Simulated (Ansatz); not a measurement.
Worked example: PH⁺, quartet against PH⁺, doublet

Geometry (PBE0/def2-TZVP stationary point of a doublet), kept for both states (PH⁺, doublet: Π; PH⁺, quartet: Σ⁻):

```yaml
atoms:
  - { symbol: P, position_ang: [0.0000, 0.0000, 0.0000] }
  - { symbol: H, position_ang: [0.0000, 0.0000, 1.4342] }
```

Basis cc-pVTZ; Ansatz 0.2.0. Correlated methods freeze the noble-gas cores. R marks a restricted (for open shells ROHF) determinant, U an unrestricted one.

Full CI is exact within this basis and frozen core; it isn't the basis-set limit. The frozen core follows each run's orbitals, which can shift R against U totals by a few meV.

```
   level  E(PH⁺, doublet) (hartree)  E(PH⁺, quartet) (hartree)
    UMP2                -341.032082                -340.978528
UCCSD(T)                -341.061185                -341.001613
     PBE                -341.349641                -341.291723
  r2SCAN                -341.479197                -341.430410
 full CI                -341.062000                -341.002416
```

Q: Give the vertical gap, PH⁺ quartet less PH⁺ doublet, at each level in eV (1 hartree = 27.2114 eV), and each error against full CI.

A: full CI: (-341.002416 − (-341.062000)) × 27.2114 = 1.621 eV (the reference)
r2SCAN: (-341.430410 − (-341.479197)) × 27.2114 = 1.328 eV, error -0.293 eV
PBE: (-341.291723 − (-341.349641)) × 27.2114 = 1.576 eV, error -0.045 eV
UCCSD(T): (-341.001613 − (-341.061185)) × 27.2114 = 1.621 eV, error 0.000 eV
UMP2: (-340.978528 − (-341.032082)) × 27.2114 = 1.457 eV, error -0.164 eV

Total energies of functionals can't be set beside those of wave-function methods, since they hold the core's correlation and their own absolute errors; only the differences compare.

Each level lands on the state that its own search finds. T1 diagnostics of restricted CCSD: 0.021 and 0.034.
